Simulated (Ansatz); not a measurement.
C2H2FNO (`FC1=NCO1`). Total charge 0; spin multiplicity 1. All single points use the PBE0-D4/def2-TZVP geometry.

```xyz
7

F     1.302    1.572   -0.989
C     0.498    0.707   -0.466
N    -0.751    0.512   -0.592
C    -0.480   -0.570    0.357
O     0.956   -0.209    0.391
H    -0.603   -1.575   -0.044
H    -0.922   -0.437    1.343
```

(1) What is the dipole moment at B3LYP/def2-TZVPP? (Best estimate.)

(2) And with PBE, r2SCAN, ωB97M-V? (Estimate.)

(3) Give the Mulliken charges with B3LYP, r2SCAN, ωB97M-V in def2-TZVPP. (Best estimate.)

Answers

(1) Computed: 1.87 D, with components (-0.10, -1.46, 1.17) D in this frame, pointing from negative to positive charge.

(2) The calculation gave: PBE 1.81 D, r2SCAN 1.85 D, ωB97M-V 1.84 D.

(3) Ansatz gave: 
```json
{"atom": "F1", "B3LYP": "-0.14", "r2SCAN": "-0.14", "ωB97M-V": "-0.14"}
{"atom": "C2", "B3LYP": "0.39", "r2SCAN": "0.44", "ωB97M-V": "0.40"}
{"atom": "N3", "B3LYP": "-0.31", "r2SCAN": "-0.36", "ωB97M-V": "-0.30"}
{"atom": "C4", "B3LYP": "0.13", "r2SCAN": "0.24", "ωB97M-V": "0.08"}
{"atom": "O5", "B3LYP": "-0.30", "r2SCAN": "-0.30", "ωB97M-V": "-0.29"}
{"atom": "H6", "B3LYP": "0.11", "r2SCAN": "0.06", "ωB97M-V": "0.12"}
{"atom": "H7", "B3LYP": "0.11", "r2SCAN": "0.06", "ωB97M-V": "0.12"}
```

B3LYP here is the variant with VWN-RPA as its local correlation; programs differ in this.
